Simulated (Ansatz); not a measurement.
Basis-set extrapolation for C$_{4}$H$_{5}$FS (`C/C=C(\F)C=S`) (PBE0-D4/def2-TZVP geometry, frozen core, Ansatz). Multiplicity 1, RHF reference.

|  | def2-TZVPP | def2-QZVPP |
| --- | --- | --- |
| HF | -651.418949 | -651.441038 |
| MP2 correlation | -1.062957 | -1.143300 |
| CCSD(T) correlation | -1.154481 | not run |

Energies in hartree. Use E(X) = E(∞) + A·exp(−7.88·√X) for Hartree–Fock and E(X) = E(∞) + B·X^(−2.97) for correlation, with X = 3 and 4, and add CCSD(T) minus MP2 of the smaller set to the MP2 limit.

Task: What is the CCSD(T) energy at the basis-set limit?

Result: HF limit: -651.441038 + (-0.022089) × 0.13774 = -651.44408. MP2 limit: -1.143300 + (-0.080343) × 0.74074 = -1.20281. Higher-order term: -1.154481 − (-1.062957) = -0.09152. Total: -652.73841 hartree, 103.5 kcal/mol below CCSD(T)/def2-TZVPP.
